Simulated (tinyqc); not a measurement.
UHF in the sto-6g basis, for NH3+, spin multiplicity 2, step by step (part 1 of 3). Computed by tinyqc, a small Python program that keeps every step (integrals from PySCF). Settings: charge = 1, multiplicity = 2, basis = sto-6g, energy threshold = 1e-09, iteration cap = 54, orthogonalisation = symmetric, start = highest core orbitals, DIIS depth = 3, DIIS from iteration = 3, method = UHF. Command: `OMP_NUM_THREADS=1 python tinyqc.py 29697 29698 out.jsonl` (the two numbers bound the seeds that draw the settings). One thread of a shared host (Intel(R) Xeon(R) Processor @ 2.60GHz), about 0.2 s of CPU time with the checks. Later iterations appear only in the table of the cycle.

## One-electron integrals

Geometry (angstrom):

| atom | x | y | z |
|---|---|---|---|
| N | 0.000000 | 0.000000 | 0.535000 |
| H | 1.067000 | 0.000000 | 0.000000 |
| H | -0.534000 | 0.924000 | 0.000000 |
| H | -0.534000 | -0.924000 | 0.000000 |

Basis sto-6g: exponents (1/bohr^2) and contraction coefficients of normalised primitives:

| element | l (shell) | exponent | coefficient |
|---|---|---|---|
| N | s (1) | 1027.828458 | 0.009164 |
| N | s (1) | 188.451223 | 0.049361 |
| N | s (1) | 52.721861 | 0.168538 |
| N | s (1) | 18.111382 | 0.370563 |
| N | s (1) | 7.033180 | 0.416492 |
| N | s (1) | 2.896652 | 0.130334 |
| N | s (2) | 39.198808 | -0.013253 |
| N | s (2) | 7.758467 | -0.046992 |
| N | s (2) | 2.411326 | -0.033785 |
| N | s (2) | 0.927724 | 0.250242 |
| N | s (2) | 0.402911 | 0.595117 |
| N | s (2) | 0.184684 | 0.240706 |
| N | p (3) | 39.198808 | 0.003760 |
| N | p (3) | 7.758467 | 0.037679 |
| N | p (3) | 2.411326 | 0.173897 |
| N | p (3) | 0.927724 | 0.418036 |
| N | p (3) | 0.402911 | 0.425860 |
| N | p (3) | 0.184684 | 0.101708 |
| H | s (1) | 35.523221 | 0.009164 |
| H | s (1) | 6.513144 | 0.049361 |
| H | s (1) | 1.822143 | 0.168538 |
| H | s (1) | 0.625955 | 0.370563 |
| H | s (1) | 0.243077 | 0.416492 |
| H | s (1) | 0.100112 | 0.130334 |

Overlap, kinetic and nuclear-attraction integrals over the contracted functions; the nuclear repulsion is the sum of Za Zb / Rab.

nuclear repulsion = 10.16808012 hartree

overlap S, lower triangle:
```
           1N 1s     1N 2s     1N 2px     1N 2py     1N 2pz     2H 1s     3H 1s     4H 1s
1N 1s   1.000000
1N 2s   0.229416  1.000000
1N 2px  0.000000  0.000000   1.000000
1N 2py  0.000000  0.000000   0.000000   1.000000
1N 2pz  0.000000  0.000000   0.000000   0.000000   1.000000
2H 1s   0.039712  0.389752   0.332501   0.000000  -0.166718  1.000000
3H 1s   0.039695  0.389651  -0.166348   0.287838  -0.166660  0.152318  1.000000
4H 1s   0.039695  0.389651  -0.166348  -0.287838  -0.166660  0.152318  0.152438  1.000000
```

kinetic energy T (hartree), lower triangle:
```
            1N 1s     1N 2s     1N 2px     1N 2py     1N 2pz      2H 1s      3H 1s     4H 1s
1N 1s   22.236411
1N 2s   -0.678745  0.632900
1N 2px   0.000000  0.000000   1.901294
1N 2py   0.000000  0.000000   0.000000   1.901294
1N 2pz   0.000000  0.000000   0.000000   0.000000   1.901294
2H 1s   -0.007709  0.060837   0.155870   0.000000  -0.078154   0.768522
3H 1s   -0.007710  0.060787  -0.077954   0.134887  -0.078100  -0.009304   0.768522
4H 1s   -0.007710  0.060787  -0.077954  -0.134887  -0.078100  -0.009304  -0.009293  0.768522
```

nuclear attraction V (hartree), lower triangle:
```
             1N 1s      1N 2s     1N 2px     1N 2py     1N 2pz      2H 1s      3H 1s      4H 1s
1N 1s   -48.003361
1N 2s    -4.952152  -8.144031
1N 2px    0.000005   0.000063  -8.161857
1N 2py    0.000000   0.000000   0.000000  -8.161727
1N 2pz    0.016200   0.186689  -0.000009   0.000000  -8.107561
2H 1s    -0.974047  -2.519806  -1.942832   0.000000   1.020737  -4.871115
3H 1s    -0.973627  -2.519047   0.971971  -1.681777   1.020339  -0.805004  -4.870750
4H 1s    -0.973627  -2.519047   0.971971   1.681777   1.020339  -0.805004  -0.805523  -4.870750
```

core Hamiltonian H = T + V (hartree), lower triangle:
```
             1N 1s      1N 2s     1N 2px     1N 2py     1N 2pz      2H 1s      3H 1s      4H 1s
1N 1s   -25.766951
1N 2s    -5.630897  -7.511131
1N 2px    0.000005   0.000063  -6.260563
1N 2py    0.000000   0.000000   0.000000  -6.260433
1N 2pz    0.016200   0.186689  -0.000009   0.000000  -6.206267
2H 1s    -0.981756  -2.458968  -1.786962   0.000000   0.942583  -4.102593
3H 1s    -0.981337  -2.458260   0.894017  -1.546890   0.942239  -0.814308  -4.102228
4H 1s    -0.981337  -2.458260   0.894017   1.546890   0.942239  -0.814308  -0.814815  -4.102228
```

## Two-electron integrals

Functions are numbered as in S; the eight-fold symmetry (ij|kl) = (ji|kl) = (kl|ij) leaves the list below.

Two-electron integrals (ij|kl) in chemists' order, unique and non-zero (hartree):
```
(11|11) 4.168742    (21|11) 0.583648    (21|21) 0.104114    (22|11) 0.968487
(22|21) 0.214450    (22|22) 0.708398    (31|31) 0.022075    (32|31) 0.033611
(32|32) 0.156576    (33|11) 0.968488    (33|21) 0.214450    (33|22) 0.708398
(33|33) 0.763241    (41|41) 0.022075    (42|41) 0.033611    (42|42) 0.156576
(43|43) 0.041133    (44|11) 0.968488    (44|21) 0.214450    (44|22) 0.708398
(44|33) 0.680975    (44|44) 0.763241    (51|51) 0.022075    (52|51) 0.033611
(52|52) 0.156576    (53|53) 0.041133    (54|54) 0.041133    (55|11) 0.968488
(55|21) 0.214450    (55|22) 0.708398    (55|33) 0.680975    (55|44) 0.680975
(55|55) 0.763241    (61|11) 0.107359    (61|21) 0.018375    (61|22) 0.037085
(61|31) 0.000923    (61|32) 0.001814    (61|33) 0.037228    (61|44) 0.036984
(61|51) -0.000463   (61|52) -0.000910   (61|53) -0.000122   (61|55) 0.037045
(61|61) 0.003318    (62|11) 0.275861    (62|21) 0.061998    (62|22) 0.228105
(62|31) 0.004986    (62|32) 0.037480    (62|33) 0.234687    (62|44) 0.223394
(62|51) -0.002500   (62|52) -0.018793   (62|53) -0.005663   (62|55) 0.226233
(62|61) 0.011114    (62|62) 0.096532    (63|11) 0.201870    (63|21) 0.045971
(63|22) 0.179743    (63|31) 0.009671    (63|32) 0.064219    (63|33) 0.194487
(63|44) 0.171325    (63|51) -0.001584   (63|52) -0.013626   (63|53) -0.007894
(63|55) 0.173418    (63|61) 0.008594    (63|62) 0.091279    (63|63) 0.097153
(64|41) 0.006513    (64|42) 0.037044    (64|43) 0.007419    (64|54) -0.003720
(64|64) 0.012237    (65|11) -0.101219   (65|21) -0.023050   (65|22) -0.090124
(65|31) -0.001584   (65|32) -0.013626   (65|33) -0.090078   (65|44) -0.085903
(65|51) 0.007307    (65|52) 0.043876    (65|53) 0.009512    (65|55) -0.094392
(65|61) -0.004309   (65|62) -0.045768   (65|63) -0.042577   (65|65) 0.033586
(66|11) 0.436747    (66|21) 0.099950    (66|22) 0.420505    (66|31) 0.009715
(66|32) 0.100465    (66|33) 0.447112    (66|44) 0.401462    (66|51) -0.004871
(66|52) -0.050374   (66|53) -0.022889   (66|55) 0.412939    (66|61) 0.018109
(66|62) 0.231530    (66|63) 0.244878    (66|65) -0.122783   (66|66) 0.774999
(71|11) 0.107313    (71|21) 0.018367    (71|22) 0.037070    (71|31) -0.000462
(71|32) -0.000908   (71|33) 0.037029    (71|41) 0.000799    (71|42) 0.001570
(71|43) -0.000106   (71|44) 0.037151    (71|51) -0.000463   (71|52) -0.000909
(71|53) 0.000061    (71|54) -0.000106   (71|55) 0.037029    (71|61) 0.003253
(71|62) 0.010641    (71|63) 0.007707    (71|64) 0.000306    (71|65) -0.004131
(71|66) 0.017121    (71|71) 0.003315    (72|11) 0.275773    (72|21) 0.061978
(72|22) 0.228036    (72|31) -0.002494   (72|32) -0.018749   (72|33) 0.226153
(72|41) 0.004316    (72|42) 0.032443    (72|43) -0.004892   (72|44) 0.231790
(72|51) -0.002499   (72|52) -0.018785   (72|53) 0.002832    (72|54) -0.004901
(72|55) 0.226163    (72|61) 0.010642    (72|62) 0.073646    (72|63) 0.053868
(72|64) 0.008065    (72|65) -0.034016   (72|66) 0.140400    (72|71) 0.011106
(72|72) 0.096479    (73|11) -0.100987   (73|21) -0.022997   (73|22) -0.089920
(73|31) 0.007301    (73|32) 0.043834    (73|33) -0.094173   (73|41) -0.001368
(73|42) -0.011771   (73|43) 0.008226    (73|44) -0.088831   (73|51) 0.000792
(73|52) 0.006816    (73|53) -0.004763   (73|54) 0.001808    (73|55) -0.086755
(73|61) -0.003592   (73|62) -0.019975   (73|63) -0.006381   (73|64) -0.001592
(73|65) 0.009047    (73|66) -0.030133   (73|71) -0.004297   (73|72) -0.045652
(73|73) 0.033482    (74|11) 0.174742    (74|21) 0.039793    (74|22) 0.155592
(74|31) -0.001368   (74|32) -0.011771   (74|33) 0.150109    (74|41) 0.008877
(74|42) 0.057399    (74|43) -0.006833   (74|44) 0.166550    (74|51) -0.001370
(74|52) -0.011793   (74|53) 0.001808    (74|54) -0.006846   (74|55) 0.150116
(74|61) 0.006828    (74|62) 0.050679    (74|63) 0.036894    (74|64) 0.014022
(74|65) -0.022945   (74|66) 0.097435    (74|71) 0.007436    (74|72) 0.078994
(74|73) -0.036774   (74|74) 0.075861    (75|11) -0.101176   (75|21) -0.023040
(75|22) -0.090088   (75|31) 0.000792    (75|32) 0.006816    (75|33) -0.086914
(75|41) -0.001370   (75|42) -0.011793   (75|43) 0.001808    (75|44) -0.088997
(75|51) 0.007304    (75|52) 0.043859    (75|53) -0.004758   (75|54) 0.008233
(75|55) -0.094354   (75|61) -0.004131   (75|62) -0.034014   (75|63) -0.024389
(75|64) -0.003648   (75|65) 0.024302    (75|66) -0.069541   (75|71) -0.004305
(75|72) -0.045738   (75|73) 0.021292    (75|74) -0.036843   (75|75) 0.033562
(76|11) 0.082917    (76|21) 0.018805    (76|22) 0.074363    (76|31) 0.000586
(76|32) 0.005102    (76|33) 0.074036    (76|41) 0.001016    (76|42) 0.008843
(76|43) 0.000335    (76|44) 0.074423    (76|51) -0.001176   (76|52) -0.010241
(76|53) -0.001169   (76|54) -0.002027   (76|55) 0.074631    (76|61) 0.003327
(76|62) 0.030552    (76|63) 0.026761    (76|64) 0.003023    (76|65) -0.016044
(76|66) 0.073830    (76|71) 0.003325    (76|72) 0.030545    (76|73) -0.010773
(76|74) 0.024679    (76|75) -0.016039   (76|76) 0.012169    (77|11) 0.436684
(77|21) 0.099936    (77|22) 0.420453    (77|31) -0.004860   (77|32) -0.050263
(77|33) 0.412843    (77|41) 0.008409    (77|42) 0.086972    (77|43) -0.019774
(77|44) 0.435631    (77|51) -0.004869   (77|52) -0.050357   (77|53) 0.011450
(77|54) -0.019812   (77|55) 0.412885    (77|61) 0.017126    (77|62) 0.140426
(77|63) 0.099446    (77|64) 0.022669    (77|65) -0.069557   (77|66) 0.284562
(77|71) 0.018098    (77|72) 0.231455    (77|73) -0.122501   (77|74) 0.211968
(77|75) -0.122730   (77|76) 0.073830    (77|77) 0.774999    (81|11) 0.107313
(81|21) 0.018367    (81|22) 0.037070    (81|31) -0.000462   (81|32) -0.000908
(81|33) 0.037029    (81|41) -0.000799   (81|42) -0.001570   (81|43) 0.000106
(81|44) 0.037151    (81|51) -0.000463   (81|52) -0.000909   (81|53) 0.000061
(81|54) 0.000106    (81|55) 0.037029    (81|61) 0.003253    (81|62) 0.010641
(81|63) 0.007707    (81|64) -0.000306   (81|65) -0.004131   (81|66) 0.017121
(81|71) 0.003251    (81|72) 0.010638    (81|73) -0.004121   (81|74) 0.006519
(81|75) -0.004129   (81|76) 0.003216    (81|77) 0.017119    (81|81) 0.003315
(82|11) 0.275773    (82|21) 0.061978    (82|22) 0.228036    (82|31) -0.002494
(82|32) -0.018749   (82|33) 0.226153    (82|41) -0.004316   (82|42) -0.032443
(82|43) 0.004892    (82|44) 0.231790    (82|51) -0.002499   (82|52) -0.018785
(82|53) 0.002832    (82|54) 0.004901    (82|55) 0.226163    (82|61) 0.010642
(82|62) 0.073646    (82|63) 0.053868    (82|64) -0.008065   (82|65) -0.034016
(82|66) 0.140400    (82|71) 0.010638    (82|72) 0.073635    (82|73) -0.033945
(82|74) 0.042607    (82|75) -0.034008   (82|76) 0.024208    (82|77) 0.140417
(82|81) 0.011106    (82|82) 0.096479    (83|11) -0.100987   (83|21) -0.022997
(83|22) -0.089920   (83|31) 0.007301    (83|32) 0.043834    (83|33) -0.094173
(83|41) 0.001368    (83|42) 0.011771    (83|43) -0.008226   (83|44) -0.088831
(83|51) 0.000792    (83|52) 0.006816    (83|53) -0.004763   (83|54) -0.001808
(83|55) -0.086755   (83|61) -0.003592   (83|62) -0.019975   (83|63) -0.006381
(83|64) 0.001592    (83|65) 0.009047    (83|66) -0.030133   (83|71) -0.004121
(83|72) -0.033945   (83|73) 0.024240    (83|74) -0.019256   (83|75) 0.015366
(83|76) -0.008452   (83|77) -0.069419   (83|81) -0.004297   (83|82) -0.045652
(83|83) 0.033482    (84|11) -0.174742   (84|21) -0.039793   (84|22) -0.155592
(84|31) 0.001368    (84|32) 0.011771    (84|33) -0.150109   (84|41) 0.008877
(84|42) 0.057399    (84|43) -0.006833   (84|44) -0.166550   (84|51) 0.001370
(84|52) 0.011793    (84|53) -0.001808   (84|54) -0.006846   (84|55) -0.150116
(84|61) -0.006828   (84|62) -0.050679   (84|63) -0.036894   (84|64) 0.014022
(84|65) 0.022945    (84|66) -0.097435   (84|71) -0.006519   (84|72) -0.042607
(84|73) 0.019256    (84|74) -0.016545   (84|75) 0.019292    (84|76) -0.014621
(84|77) -0.074773   (84|81) -0.007436   (84|82) -0.078994   (84|83) 0.036774
(84|84) 0.075861    (85|11) -0.101176   (85|21) -0.023040   (85|22) -0.090088
(85|31) 0.000792    (85|32) 0.006816    (85|33) -0.086914   (85|41) 0.001370
(85|42) 0.011793    (85|43) -0.001808   (85|44) -0.088997   (85|51) 0.007304
(85|52) 0.043859    (85|53) -0.004758   (85|54) -0.008233   (85|55) -0.094354
(85|61) -0.004131   (85|62) -0.034014   (85|63) -0.024389   (85|64) 0.003648
(85|65) 0.024302    (85|66) -0.069541   (85|71) -0.004129   (85|72) -0.034008
(85|73) 0.015366    (85|74) -0.019292   (85|75) 0.024297    (85|76) -0.012345
(85|77) -0.069549   (85|81) -0.004305   (85|82) -0.045738   (85|83) 0.021292
(85|84) 0.036843    (85|85) 0.033562    (86|11) 0.082917    (86|21) 0.018805
(86|22) 0.074363    (86|31) 0.000586    (86|32) 0.005102    (86|33) 0.074036
(86|41) -0.001016   (86|42) -0.008843   (86|43) -0.000335   (86|44) 0.074423
(86|51) -0.001176   (86|52) -0.010241   (86|53) -0.001169   (86|54) 0.002027
(86|55) 0.074631    (86|61) 0.003327    (86|62) 0.030552    (86|63) 0.026761
(86|64) -0.003023   (86|65) -0.016044   (86|66) 0.073830    (86|71) 0.003216
(86|72) 0.024208    (86|73) -0.008452   (86|74) 0.014621    (86|75) -0.012345
(86|76) 0.009825    (86|77) 0.047725    (86|81) 0.003325    (86|82) 0.030545
(86|83) -0.010773   (86|84) -0.024679   (86|85) -0.016039   (86|86) 0.012169
(87|11) 0.082964    (87|21) 0.018816    (87|22) 0.074410    (87|31) -0.001174
(87|32) -0.010226   (87|33) 0.074667    (87|44) 0.073887    (87|51) -0.001176
(87|52) -0.010246   (87|53) 0.002344    (87|55) 0.074676    (87|61) 0.003219
(87|62) 0.024228    (87|63) 0.016898    (87|65) -0.012356   (87|66) 0.047752
(87|71) 0.003327    (87|72) 0.030569    (87|73) -0.016022   (87|74) 0.021674
(87|75) -0.016052   (87|76) 0.009832    (87|77) 0.073899    (87|81) 0.003327
(87|82) 0.030569    (87|83) -0.016022   (87|84) -0.021674   (87|85) -0.016052
(87|86) 0.009832    (87|87) 0.012190    (88|11) 0.436684    (88|21) 0.099936
(88|22) 0.420453    (88|31) -0.004860   (88|32) -0.050263   (88|33) 0.412843
(88|41) -0.008409   (88|42) -0.086972   (88|43) 0.019774    (88|44) 0.435631
(88|51) -0.004869   (88|52) -0.050357   (88|53) 0.011450    (88|54) 0.019812
(88|55) 0.412885    (88|61) 0.017126    (88|62) 0.140426    (88|63) 0.099446
(88|64) -0.022669   (88|65) -0.069557   (88|66) 0.284562    (88|71) 0.017119
(88|72) 0.140417    (88|73) -0.069419   (88|74) 0.074773    (88|75) -0.069549
(88|76) 0.047725    (88|77) 0.284637    (88|81) 0.018098    (88|82) 0.231455
(88|83) -0.122501   (88|84) -0.211968   (88|85) -0.122730   (88|86) 0.073830
(88|87) 0.073899    (88|88) 0.774999
```

## Orthogonalisation

S = U s U^T; symmetric (Loewdin) form X = U s^(-1/2) U^T, so that X^T S X = 1.

eigenvalues of S: 0.377960  0.509497  0.509642  0.906595  1.080333  1.337920  1.338225  1.939828

X, lower triangle:
```
            1N 1s      1N 2s     1N 2px     1N 2py    1N 2pz      2H 1s      3H 1s     4H 1s
1N 1s    1.022821
1N 2s   -0.138825   1.230464
1N 2px   0.000002  -0.000006   1.083413
1N 2py   0.000000   0.000000   0.000000   1.083311
1N 2pz   0.008421  -0.087957   0.000000   0.000000  1.036855
2H 1s    0.017727  -0.226064  -0.215282   0.000000  0.095047   1.143650
3H 1s    0.017722  -0.225959   0.107680  -0.186348  0.094993  -0.038390   1.143570
4H 1s    0.017722  -0.225959   0.107680   0.186348  0.094993  -0.038390  -0.038430  1.143570
```

## Starting guess

The start is the highest orbitals of the core Hamiltonian (a deliberately bad start); D(s) = C_occ C_occ^T for each spin.

D(alpha) at the start, lower triangle:
```
            1N 1s      1N 2s     1N 2px     1N 2py    1N 2pz      2H 1s      3H 1s     4H 1s
1N 1s    0.009339
1N 2s   -0.060049   0.469046
1N 2px  -0.000007   0.000042   0.102943
1N 2py   0.000000   0.000000   0.000000   1.243015
1N 2pz  -0.065662   0.229211   0.000084   0.000000  0.910554
2H 1s    0.031465  -0.363027  -0.312852   0.000000  0.152563   1.368063
3H 1s    0.031451  -0.362799   0.156469  -0.422137  0.152470  -0.058474   1.387924
4H 1s    0.031451  -0.362799   0.156469   0.422137  0.152470  -0.058474  -0.078653  1.387924
```

D(beta) at the start, lower triangle:
```
            1N 1s      1N 2s     1N 2px     1N 2py    1N 2pz      2H 1s      3H 1s     4H 1s
1N 1s    0.009339
1N 2s   -0.060049   0.469046
1N 2px  -0.000007   0.000042   0.102943
1N 2py   0.000000   0.000000   0.000000   0.102813
1N 2pz  -0.065662   0.229211   0.000084   0.000000  0.910554
2H 1s    0.031465  -0.363027  -0.312852   0.000000  0.152563   1.368063
3H 1s    0.031451  -0.362799   0.156469  -0.270788  0.152470  -0.058474   1.367834
4H 1s    0.031451  -0.362799   0.156469   0.270788  0.152470  -0.058474  -0.058563  1.367834
```

## Iteration 1: building the Fock matrix

J_ij = sum D_kl (ij|kl) with D = D(alpha) + D(beta), K_ij = sum D_kl (ik|jl) for each spin; F = H + J - K(s); E = tr D H + tr D J / 2 - 0.5 sum_s tr D(s) K(s) + E_nn.

Coulomb J (hartree), lower triangle:
```
           1N 1s      1N 2s     1N 2px     1N 2py     1N 2pz     2H 1s     3H 1s     4H 1s
1N 1s   5.443964
1N 2s   1.218926   4.520391
1N 2px  0.000675   0.005426   4.467008
1N 2py  0.000000   0.000000   0.000000   4.551662
1N 2pz  0.016576  -0.053033  -0.000696   0.000000   4.542488
2H 1s   0.210436   1.636190   1.363234   0.000000  -0.715113  3.848215
3H 1s   0.210478   1.640866  -0.681394   1.194304  -0.716258  0.588500  3.868213
4H 1s   0.210478   1.640866  -0.681394  -1.194304  -0.716258  0.588500  0.587505  3.868213
```

exchange K(alpha) (hartree), lower triangle:
```
           1N 1s     1N 2s     1N 2px     1N 2py     1N 2pz     2H 1s     3H 1s     4H 1s
1N 1s   0.057575
1N 2s   0.069545  0.439867
1N 2px  0.000440  0.004597   0.151749
1N 2py  0.000000  0.000000   0.000000   0.882538
1N 2pz  0.014402  0.268530  -0.000792   0.000000   0.746247
2H 1s   0.010400  0.174452   0.143552   0.000000  -0.059576  0.754858
3H 1s   0.012098  0.185653  -0.070660   0.242745  -0.060120  0.081412  0.784421
4H 1s   0.012098  0.185653  -0.070660  -0.242745  -0.060120  0.081412  0.064148  0.784421
```

exchange K(beta) (hartree), lower triangle:
```
           1N 1s     1N 2s     1N 2px     1N 2py     1N 2pz     2H 1s     3H 1s     4H 1s
1N 1s   0.032887
1N 2s   0.032985  0.280062
1N 2px  0.000001  0.000023   0.109457
1N 2py  0.000000  0.000000   0.000000   0.109406
1N 2pz  0.013962  0.263948   0.000064   0.000000   0.703959
2H 1s   0.003370  0.137078   0.134805   0.000000  -0.056904  0.742641
3H 1s   0.003368  0.137048  -0.067446   0.116690  -0.056900  0.069853  0.742681
4H 1s   0.003368  0.137048  -0.067446  -0.116690  -0.056900  0.069853  0.069934  0.742681
```

F(alpha) (hartree), lower triangle:
```
             1N 1s      1N 2s     1N 2px     1N 2py     1N 2pz      2H 1s      3H 1s      4H 1s
1N 1s   -20.380562
1N 2s    -4.481517  -3.430607
1N 2px    0.000239   0.000893  -1.945303
1N 2py    0.000000   0.000000   0.000000  -2.591309
1N 2pz    0.018374  -0.134874   0.000087   0.000000  -2.410026
2H 1s    -0.781720  -0.997231  -0.567279   0.000000   0.287045  -1.009235
3H 1s    -0.782957  -1.003048   0.283283  -0.595331   0.286101  -0.307221  -1.018436
4H 1s    -0.782957  -1.003048   0.283283   0.595331   0.286101  -0.307221  -0.291459  -1.018436
```

F(beta) (hartree), lower triangle:
```
             1N 1s      1N 2s     1N 2px     1N 2py     1N 2pz      2H 1s      3H 1s      4H 1s
1N 1s   -20.355873
1N 2s    -4.444956  -3.270802
1N 2px    0.000678   0.005466  -1.903012
1N 2py    0.000000   0.000000   0.000000  -1.818177
1N 2pz    0.018814  -0.130292  -0.000770   0.000000  -2.367738
2H 1s    -0.774689  -0.959857  -0.558533   0.000000   0.284373  -0.997018
3H 1s    -0.774227  -0.954442   0.280069  -0.469276   0.282881  -0.295661  -0.976696
4H 1s    -0.774227  -0.954442   0.280069   0.469276   0.282881  -0.295661  -0.297244  -0.976696
```

total energy of this density = -15.95560651 hartree
